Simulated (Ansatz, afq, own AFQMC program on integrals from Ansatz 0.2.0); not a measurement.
# AlH3Cl (doublet): quantum Monte Carlo beside coupled cluster at distance Al1–H4 along a hydrogen transfer = 1.994 Å, cc-pVTZ

Aim: compute AlH3Cl (doublet) with auxiliary-field quantum Monte Carlo on the same integrals as coupled cluster, and set the energies side by side.

Computed with Ansatz 0.2.0, Gaussian basis, and an in-house AFQMC program (afq) on its integrals; all values are calculated. Level: cc-pVTZ, frozen cores.

Plan: PBE (unrestricted); CCSD(T) on UHF; r2SCAN (unrestricted); PBE0 (unrestricted); B3LYP (unrestricted); CCSD(T) on UHF; wB97M-V (unrestricted); CCSD(T) on UHF; B2PLYP (unrestricted); Phaseless AFQMC, CISD trial on UHF.

**1. The geometry**

The geometry derives from fragments relaxed apart (PBE0/def2-TZVP) and kept rigid, so it is no stationary point. A hydrogen atom is moved between rigid fragments.

5 atoms, charge 0, spin multiplicity 2.

Atoms are counted from 1 here; the program's logs count them from 0.

Bond lengths: Al1–H2 1.586 Å, Al1–H3 1.586 Å, H4–Cl5 1.350 Å. Angles: H2–Al1–H3 120.0°.

**2. PBE (unrestricted)**

in.yaml reads:

```yaml
crystal:
  periodic: [false, false, false]
  atoms:
    - {symbol: Al, position_ang: [-1.817434, 0.000000, 0.000000]}
    - {symbol: H, position_ang: [-2.610357, 1.373384, 0.000000]}
    - {symbol: H, position_ang: [-2.610357, -1.373384, 0.000000]}
    - {symbol: H, position_ang: [0.176566, 0.000000, 0.000000]}
    - {symbol: Cl, position_ang: [1.526566, 0.000000, 0.000000]}
basis:
  gaussian: {orbitals: cc-pVTZ}
magnetization: {spin_polarized: true, initial_magnetization: 1}
hamiltonian: {xc: {name: PBE}}
output: {orbitals: {seedname: orbitals}}
```

The run is started by

```sh
$ ansatz run in.yaml --threads 1 --pin off --events-out ev --progress --plain --max-ram 5632MiB --backend cpu
```

Standard output:

```text
Functional definition: PBE
  name "PBE"
  cite "Perdew, Burke & Ernzerhof, Phys. Rev. Lett. 77, 3865 (1996) doi:10.1103/PhysRevLett.77.3865"
  parent pbe
  parameter kappa = 0.804
  parameter beta = 0.06672455060314922
  exchange = pbe_x(kappa = kappa, mu = beta*pi^2/3)
  correlation = pbe_c(beta = beta)
726 factors; their error is unknown
mean field evaluation 1: about -19157.1287 eV, gradient 1.3e1 eV
mean field evaluation 2: about -19157.5202 eV, gradient 1.2e1 eV
mean field evaluation 4: about -19158.3935 eV, gradient 9.1e-1 eV
mean field evaluation 8: about -19158.3825 eV, gradient 1.0e-1 eV
mean field evaluation 16: about -19156.1613 eV, gradient 5.5e0 eV
mean field -19158.38253664 eV, -704.0575722035 hartree, gradient 3.1e-5 eV, S^2 0.751858; 0 other end points of the search recorded, 0 dependent functions left out
reference -19158.38258083 eV, -704.0575738275 hartree; 17, 16 occupied and 93, 94 virtual orbitals, 726 factors
Total energy: -19158.38258083 eV, -704.0575738275 hartree
```

Run time: 2 s. Hardware: 1 thread of AMD EPYC 7R13 (Zen 3), shared host; peak memory 1.9 GiB.

From the report: ⟨S²⟩ of the determinant 0.752 (pure doublet: 0.75).

**3. CCSD(T) on UHF**

in.yaml, as its differences from that of step 2:

```diff
@@ -11,3 +11,2 @@
 magnetization: {spin_polarized: true, initial_magnetization: 1}
-hamiltonian: {xc: {name: PBE}}
-output: {orbitals: {seedname: orbitals}}
+correlation: {method: ccsd_t, electrons: outside_noble_gas, hamiltonian_folder: ham}
```

The run is started by

```sh
$ ansatz run in.yaml --threads 1 --pin off --events-out ev --progress --plain --max-ram 16896MiB --backend cuda --devices 0, --max-vram 18GiB
```

Standard output, shortened:

```text
Functional definition: HF
  name "HF"
  cite "Fock, Z. Phys. 61, 126 (1930) doi:10.1007/BF01340294"
  parent pbe
[...]
644 factors; integrals over basis functions are off by at most 1.7e-3 eV
[...]
mean field -19133.06356367 eV, -703.1271171087 hartree, gradient 2.3e-6 eV, S^2 0.762735; 1 other end points of the search recorded, 0 dependent functions left out
determinant -19133.06356367 eV, -703.1271171087 hartree, with singles and doubles -19141.85465267 eV, -703.4501836707 hartree
determinant -19130.82498712 eV, -703.0448509378 hartree, with singles and doubles -19139.79742343 eV, -703.3745818903 hartree
10 core orbitals not correlated: weight in the atoms' cores, before any rotation towards them, 1.000 or more for the frozen orbitals, at most 0.000 for the correlated occupied ones
reference -19133.06356367 eV, -703.1271171087 hartree; 7, 6 occupied and 93, 94 virtual orbitals, 644 factors
second order -7.65771809 eV of doubles, -0.00000000 eV of singles
cycle   1  -8.67171279 eV  change   -4.3e-1 eV  update   2.0e-2
[...]
cycle   8  -8.68723098 eV  change   -6.3e-6 eV  update   1.2e-5
perturbative correction -0.28828166 eV, -0.0105941557 hartree
Total energy: -19142.03907632 eV, -703.4569611145 hartree
```

It took 5.5 s on 1 × NVIDIA H100 80GB HBM3 with 1 thread of AMD EPYC 7R13 (Zen 3), shared host; peak host memory 1.9 GiB.

From the report: ⟨S²⟩ of the determinant 0.763 (pure doublet: 0.75); correlation -8.9755 eV; T1 0.012; largest double amplitude 0.04.

This run also writes the integrals to the folder ham.

**4. r2SCAN (unrestricted)**

in.yaml, as its differences from that of step 3:

```diff
@@ -11,2 +11,2 @@
 magnetization: {spin_polarized: true, initial_magnetization: 1}
-correlation: {method: ccsd_t, electrons: outside_noble_gas, hamiltonian_folder: ham}
+hamiltonian: {xc: {name: r2SCAN}}
```

The run is started by

```sh
$ ansatz run in.yaml --threads 1 --pin off --events-out ev --progress --plain --max-ram 5632MiB --backend cpu
```

Standard output:

```text
Functional definition: r2SCAN
  name "r2SCAN"
  cite "Furness, Kaplan, Ning, Perdew & Sun, J. Phys. Chem. Lett. 11, 8208 (2020) doi:10.1021/acs.jpclett.0c02405"
  cite "Furness, Kaplan, Ning, Perdew & Sun, J. Phys. Chem. Lett. 11, 9248 (2020) doi:10.1021/acs.jpclett.0c03077"
  parent r2scan
  parameter k0 = 0.174
  parameter k1 = 0.065
  parameter a1 = 4.9479
  exchange = r2scan_x(k0 = k0, k1 = k1, a1 = a1)
  correlation = r2scan_c
726 factors; their error is unknown
mean field evaluation 1: about -19164.9257 eV, gradient 1.1e1 eV
mean field evaluation 2: about -19165.3683 eV, gradient 9.3e0 eV
mean field evaluation 4: about -19165.8229 eV, gradient 7.0e-1 eV
mean field evaluation 8: about -19165.8106 eV, gradient 1.1e-1 eV
mean field evaluation 16: about -19165.8107 eV, gradient 5.4e-5 eV
mean field -19165.81065358 eV, -704.3305504660 hartree, gradient 5.4e-5 eV, S^2 0.754275; 0 other end points of the search recorded, 0 dependent functions left out
reference -19165.81066953 eV, -704.3305510522 hartree; 17, 16 occupied and 93, 94 virtual orbitals, 726 factors
Total energy: -19165.81066953 eV, -704.3305510522 hartree
```

It took 4 s on 1 thread of AMD EPYC 7R13 (Zen 3), shared host; peak memory 1.9 GiB.

From the report: ⟨S²⟩ of the determinant 0.754 (pure doublet: 0.75).

**5. PBE0 (unrestricted)**

in.yaml, as its differences from that of step 4:

```diff
@@ -11,2 +11,3 @@
 magnetization: {spin_polarized: true, initial_magnetization: 1}
-hamiltonian: {xc: {name: r2SCAN}}
+hamiltonian: {xc: {name: PBE0}}
+output: {orbitals: {seedname: orbitals}}
```

The command is unchanged.

Standard output:

```text
Functional definition: PBE0
  name "PBE0"
  cite "Adamo & Barone, J. Chem. Phys. 110, 6158 (1999) doi:10.1063/1.478522"
  cite "Perdew, Burke & Ernzerhof, Phys. Rev. Lett. 77, 3865 (1996) doi:10.1103/PhysRevLett.77.3865"
  parent pbe
  parameter a = 0.25
  parameter kappa = 0.804
  parameter beta = 0.06672455060314922
  exchange = (1 - a)*pbe_x(kappa = kappa, mu = beta*pi^2/3) + a*exact_x
  correlation = pbe_c(beta = beta)
764 factors; their error is unknown
mean field evaluation 1: about -19159.3374 eV, gradient 9.9e0 eV
mean field evaluation 2: about -19159.6866 eV, gradient 7.9e0 eV
mean field evaluation 4: about -19159.9928 eV, gradient 4.1e-1 eV
mean field evaluation 8: about -19160.0874 eV, gradient 1.8e-1 eV
mean field evaluation 16: about -19160.0875 eV, gradient 1.1e-5 eV
mean field -19160.08745448 eV, -704.1202267785 hartree, gradient 1.1e-5 eV, S^2 0.753203; 0 other end points of the search recorded, 0 dependent functions left out
reference -19160.08748760 eV, -704.1202279956 hartree; 17, 16 occupied and 93, 94 virtual orbitals, 764 factors
Total energy: -19160.08748760 eV, -704.1202279956 hartree
```

Wall time 2.3 s (1 thread of AMD EPYC 7R13 (Zen 3), shared host); peak memory 1.9 GiB.

From the report: ⟨S²⟩ of the determinant 0.753 (pure doublet: 0.75).

**6. B3LYP (unrestricted)**

in.yaml, as its differences from that of step 5:

```diff
@@ -11,3 +11,2 @@
 magnetization: {spin_polarized: true, initial_magnetization: 1}
-hamiltonian: {xc: {name: PBE0}}
-output: {orbitals: {seedname: orbitals}}
+hamiltonian: {xc: {name: B3LYP}}
```

Launched as before.

Standard output, shortened:

```text
Functional definition: B3LYP
  name "B3LYP"
  cite "Stephens, Devlin, Chabalowski & Frisch, J. Phys. Chem. 98, 11623 (1994) doi:10.1021/j100096a001"
  cite "Becke, Phys. Rev. A 38, 3098 (1988) doi:10.1103/PhysRevA.38.3098"
  cite "Lee, Yang & Parr, Phys. Rev. B 37, 785 (1988) doi:10.1103/PhysRevB.37.785"
  cite "Vosko, Wilk & Nusair, Can. J. Phys. 58, 1200 (1980) doi:10.1139/p80-159"
[...]
753 factors; their error is unknown
[...]
mean field -19168.66103227 eV, -704.4352999508 hartree, gradient 3.3e-5 eV, S^2 0.752676; 0 other end points of the search recorded, 0 dependent functions left out
reference -19168.66129162 eV, -704.4353094818 hartree; 17, 16 occupied and 93, 94 virtual orbitals, 753 factors
Total energy: -19168.66129162 eV, -704.4353094818 hartree
```

Wall time 2.2 s (1 thread of AMD EPYC 7R13 (Zen 3), shared host); peak memory 1.9 GiB.

From the report: ⟨S²⟩ of the determinant 0.753 (pure doublet: 0.75).

**7. CCSD(T) on UHF**

in.yaml, as its differences from that of step 6:

```diff
@@ -9,4 +9,4 @@
 basis:
-  gaussian: {orbitals: cc-pVTZ}
+  gaussian: {orbitals: def2-TZVPP}
 magnetization: {spin_polarized: true, initial_magnetization: 1}
-hamiltonian: {xc: {name: B3LYP}}
+correlation: {method: ccsd_t, electrons: outside_noble_gas}
```

The run is started by

```sh
$ ansatz run in.yaml --threads 1 --pin off --events-out ev --progress --plain --max-ram 16896MiB --backend cuda --devices 0, --max-vram 18GiB
```

Standard output, shortened:

```text
Functional definition: HF
  name "HF"
  cite "Fock, Z. Phys. 61, 126 (1930) doi:10.1007/BF01340294"
  parent pbe
[...]
728 factors; integrals over basis functions are off by at most 1.7e-3 eV
[...]
mean field -19132.75845120 eV, -703.1159044322 hartree, gradient 2.4e-6 eV, S^2 0.762971; 1 other end points of the search recorded, 0 dependent functions left out
determinant -19132.75845120 eV, -703.1159044322 hartree, with singles and doubles -19141.59719318 eV, -703.4407222086 hartree
determinant -19130.53169221 eV, -703.0340725487 hartree, with singles and doubles -19139.54549438 eV, -703.3653236685 hartree
10 core orbitals not correlated: weight in the atoms' cores, before any rotation towards them, 1.000 or more for the frozen orbitals, at most 0.000 for the correlated occupied ones
reference -19132.75845120 eV, -703.1159044322 hartree; 7, 6 occupied and 109, 110 virtual orbitals, 728 factors
second order -7.68828763 eV of doubles, -0.00000000 eV of singles
cycle   1  -8.70947572 eV  change   -4.5e-1 eV  update   2.0e-2
[...]
cycle   8  -8.73004636 eV  change   -8.9e-6 eV  update   1.3e-5
perturbative correction -0.29635494 eV, -0.0108908431 hartree
Total energy: -19141.78485250 eV, -703.4476185615 hartree
```

Run time: 5.5 s. Hardware: 1 × NVIDIA H100 80GB HBM3 with 1 thread of AMD EPYC 7R13 (Zen 3), shared host; peak host memory 1.9 GiB.

From the report: ⟨S²⟩ of the determinant 0.763 (pure doublet: 0.75); correlation -9.0264 eV; T1 0.012; largest double amplitude 0.04.

**8. wB97M-V (unrestricted)**

in.yaml, as its differences from that of step 7:

```diff
@@ -9,4 +9,5 @@
 basis:
-  gaussian: {orbitals: def2-TZVPP}
+  gaussian: {orbitals: cc-pVTZ}
 magnetization: {spin_polarized: true, initial_magnetization: 1}
-correlation: {method: ccsd_t, electrons: outside_noble_gas}
+hamiltonian: {xc: {name: wB97M-V}}
+output: {orbitals: {seedname: orbitals}}
```

The run is started by

```sh
$ ansatz run in.yaml --threads 1 --pin off --events-out ev --progress --plain --max-ram 5632MiB --backend cpu
```

Standard output, shortened:

```text
Functional definition: wB97M-V
  name "wB97M-V"
  cite "Mardirossian & Head-Gordon, J. Chem. Phys. 144, 214110 (2016) doi:10.1063/1.4952647"
  cite "Becke, J. Chem. Phys. 107, 8554 (1997) doi:10.1063/1.475007"
  cite "Vydrov & Van Voorhis, J. Chem. Phys. 133, 244103 (2010) doi:10.1063/1.3521275"
  # Of w^i u^j: cxij and so on, Table III.
[...]
  gx(w, u) = 1 - cx + cx01*u + cx10*w
  gss(w, u) = css00 + css04*u^4 + css10*w + css20*w^2 + css43*w^4*u^3
  gos(w, u) = cos00 + cos10*w + (cos20 + cos21*u)*w^2 + (cos60 + cos61*u)*w^6
[...]
      + integral(e_c_pw_mod_opposite_spin*gos(b97_w_opposite, b97_u_opposite)) + vv10(b, c)
729 factors; their error is unknown
166 factors; integrals over basis functions are off by at most 6.6e-5 eV
[...]
mean field -19165.84558045 eV, -704.3318340048 hartree, gradient 7.1e-5 eV, S^2 0.751981; 0 other end points of the search recorded, 0 dependent functions left out
reference -19165.84562841 eV, -704.3318357674 hartree; 17, 16 occupied and 93, 94 virtual orbitals, 729 factors
Total energy: -19165.84562841 eV, -704.3318357674 hartree
```

It took 7 s on 1 thread of AMD EPYC 7R13 (Zen 3), shared host; peak memory 1.9 GiB.

From the report: ⟨S²⟩ of the determinant 0.752 (pure doublet: 0.75).

**9. CCSD(T) on UHF**

in.yaml, as its differences from that of step 8:

```diff
@@ -9,5 +9,4 @@
 basis:
-  gaussian: {orbitals: cc-pVTZ}
+  gaussian: {orbitals: "def2-QZVPP.json"}
 magnetization: {spin_polarized: true, initial_magnetization: 1}
-hamiltonian: {xc: {name: wB97M-V}}
-output: {orbitals: {seedname: orbitals}}
+correlation: {method: ccsd_t, electrons: outside_noble_gas}
```

The run is started by

```sh
$ ansatz run in.yaml --threads 1 --pin off --events-out ev --progress --plain --max-ram 16896MiB --backend cuda --devices 0, --max-vram 18GiB
```

Standard output, shortened:

```text
Functional definition: HF
  name "HF"
  cite "Fock, Z. Phys. 61, 126 (1930) doi:10.1007/BF01340294"
  parent pbe
[...]
1333 factors; integrals over basis functions are off by at most 1.2e-3 eV
[...]
mean field -19133.32192157 eV, -703.1366115863 hartree, gradient 2.6e-6 eV, S^2 0.763298; 1 other end points of the search recorded, 0 dependent functions left out
determinant -19133.32192157 eV, -703.1366115863 hartree, with singles and doubles -19142.87594939 eV, -703.4877156326 hartree
determinant -19131.08465574 eV, -703.0543935835 hartree, with singles and doubles -19140.79709253 eV, -703.4113190521 hartree
10 core orbitals not correlated: weight in the atoms' cores, before any rotation towards them, 1.000 or more for the frozen orbitals, at most 0.000 for the correlated occupied ones
reference -19133.32192157 eV, -703.1366115863 hartree; 7, 6 occupied and 213, 214 virtual orbitals, 1333 factors
second order -8.38599081 eV of doubles, -0.00000000 eV of singles
cycle   1  -9.31503110 eV  change   -8.3e-1 eV  update   2.4e-2
[...]
cycle   9  -9.34682826 eV  change    5.1e-6 eV  update   6.6e-6
perturbative correction -0.35590660 eV, -0.0130793262 hartree
Total energy: -19143.02465643 eV, -703.4931805158 hartree
```

It took 9.5 s on 1 × NVIDIA H100 80GB HBM3 with 1 thread of AMD EPYC 7R13 (Zen 3), shared host; peak host memory 1.9 GiB.

From the report: ⟨S²⟩ of the determinant 0.763 (pure doublet: 0.75); correlation -9.7027 eV; T1 0.012; largest double amplitude 0.03.

**10. B2PLYP (unrestricted)**

in.yaml, as its differences from that of step 9:

```diff
@@ -9,4 +9,5 @@
 basis:
-  gaussian: {orbitals: "def2-QZVPP.json"}
+  gaussian: {orbitals: cc-pVTZ}
 magnetization: {spin_polarized: true, initial_magnetization: 1}
-correlation: {method: ccsd_t, electrons: outside_noble_gas}
+hamiltonian: {xc: {name: B2PLYP}}
+correlation: {electrons: outside_noble_gas}
```

The run is started by

```sh
$ ansatz run in.yaml --threads 1 --pin off --events-out ev --progress --plain --max-ram 5632MiB --backend cpu
```

Standard output, shortened:

```text
Functional definition: B2PLYP
  name "B2PLYP"
  cite "Grimme, J. Chem. Phys. 124, 034108 (2006) doi:10.1063/1.2148954"
  cite "Becke, Phys. Rev. A 38, 3098 (1988) doi:10.1103/PhysRevA.38.3098"
  cite "Lee, Yang & Parr, Phys. Rev. B 37, 785 (1988) doi:10.1103/PhysRevB.37.785"
[...]
644 factors; integrals over basis functions are off by at most 1.7e-3 eV
[...]
mean field -19158.02682057 eV, -704.0444998790 hartree, gradient 3.3e-6 eV, S^2 0.756262; 0 other end points of the search recorded, 0 dependent functions left out
10 core orbitals not correlated: weight in the atoms' cores, before any rotation towards them, 1.000 or more for the frozen orbitals, at most 0.000 for the correlated occupied ones
reference -19158.02698491 eV, -704.0445059185 hartree; 7, 6 occupied and 93, 94 virtual orbitals, 644 factors
second order -9.36595713 eV of doubles, -0.00000000 eV of singles
Total energy: -19160.55579334 eV, -704.1374379140 hartree
```

Wall time 3 s (1 thread of AMD EPYC 7R13 (Zen 3), shared host); peak memory 1.9 GiB.

From the report: ⟨S²⟩ of the determinant 0.756 (pure doublet: 0.75).

**11. Phaseless AFQMC, CISD trial on UHF**

It reads the integrals that the CCSD(T) run on this determinant wrote.

The run is started by

```sh
$ afq ham --method phaseless --trial cisd --walkers 900 --populations 20 --least-time 60 --time-step 0.005 --steps-per-block 50 --equilibration-blocks 28 --max-blocks 4000 --target-error 0.00021 --factor-cut 1e-05 --start spin_pure --seed 4167 --release-times 0.24,0.51,0.99,1.62,2.4 --release-step 0.03 --release-every 3 --taylor-order 6
```

Standard output:

```text
orbitals 100  electrons 7 6  factors 630 of 644
reference energy -703.12711711 Eh
CCSD correlation -0.31924989 Eh in 11 cycles, weight of the determinant in the CISD state 0.8652
energy of the start -703.445755 Eh
 block  time / (1/Eh)  mean weight  energy / Eh
     1     0.250  1.0000  -703.441061
     2     0.500  1.0003  -703.444260
     3     0.750  1.0006  -703.448401
     4     1.000  0.9995  -703.451784
     5     1.250  0.9994  -703.453531
     6     1.500  0.9994  -703.454948
     7     1.750  0.9992  -703.455455
     8     2.000  0.9999  -703.456184
     9     2.250  1.0006  -703.457944
    10     2.500  1.0000  -703.457407
    13     3.250  1.0004  -703.456886
    16     4.000  0.9996  -703.459884
    19     4.750  1.0000  -703.458005
    22     5.500  1.0003  -703.457279
    25     6.250  1.0002  -703.458628
    28     7.000  0.9992  -703.457594
    31     7.750  0.9997  -703.457501
    34     8.500  1.0004  -703.458368
    37     9.250  1.0005  -703.457815
    40    10.000  1.0006  -703.457366
    43    10.750  1.0003  -703.457515
    46    11.500  0.9994  -703.457406
    49    12.250  0.9990  -703.461016
    52    13.000  1.0009  -703.460609
    55    13.750  0.9995  -703.458591
    58    14.500  1.0009  -703.458772
    61    15.250  0.9998  -703.458155
    64    16.000  1.0005  -703.457902
    67    16.750  0.9998  -703.458137
    70    17.500  1.0005  -703.456747
    73    18.250  1.0001  -703.460460
    76    19.000  0.9995  -703.458321
    79    19.750  1.0002  -703.459447
    82    20.500  1.0007  -703.458627
    85    21.250  0.9994  -703.459452
    88    22.000  1.0001  -703.458178
    91    22.750  0.9995  -703.458215
    94    23.500  1.0003  -703.459484
    97    24.250  0.9992  -703.456820
   100    25.000  1.0003  -703.458826
   103    25.750  0.9998  -703.457482
   106    26.500  0.9995  -703.461306
   109    27.250  1.0001  -703.458795
   112    28.000  1.0000  -703.459743
   115    28.750  1.0001  -703.458637
   118    29.500  1.0001  -703.457056
   121    30.250  1.0000  -703.458784
   124    31.000  0.9994  -703.459407
   127    31.750  0.9999  -703.458032
   130    32.500  1.0005  -703.457860
   133    33.250  1.0001  -703.456767
   136    34.000  0.9999  -703.456974
error from the spread of 20 populations
released: time / (1/Eh)  energy / Eh  error  mean overlap
  0.24  -703.458663  0.000183  0.9922
  0.51  -703.458877  0.000133  0.9854
  0.99  -703.458419  0.000138  0.9883
  1.62  -703.458160  0.000298  0.9994
  2.40  -703.458671  0.000355  0.9829
energy -703.458221 +/- 0.000204 Eh
```

Run time: 3.4 min. Hardware: 1 × NVIDIA H100 80GB HBM3 with 2 threads of AMD EPYC 7R13 (Zen 3), shared host; peak host memory 1.9 GiB.

Energy -19142.0733 ± 0.0055 eV. Caveats: constraint bias not in the error.

**12. All levels side by side**

On the UHF determinant, counted from CCSD(T) (a yardstick, not exact):

```csv
level,energy (eV),from CCSD(T) (kJ/mol),statistical error (kJ/mol),time
HF,-19133.0636,+866.0,,
MP2,-19140.7213,+127.1,,
CCSD,-19141.7508,+27.8,,
CCSD(T),-19142.0391,0.0,,
"Phaseless AFQMC, CISD trial, step 0.005, 900 walkers",-19142.0733,-3.3,0.5,3.4 min
```

The functionals' totals stand on their own zeros and serve differences with other points: PBE -19158.383 eV; r2SCAN -19165.811 eV; PBE0 -19160.087 eV; B3LYP -19168.661 eV; wB97M-V -19165.846 eV; B2PLYP -19160.556 eV.

**13. Outcome**

```
                                       quantity              value
Phaseless AFQMC, CISD trial on UHF from CCSD(T)  -3.3 ± 0.5 kJ/mol
```

What this shows: On UHF the phaseless walk with the CISD trial lies -3.3 kJ/mol from CCSD(T), 6 times its error bar. Error bars are statistical and leave out the constraint, the time step and what remains of the start.
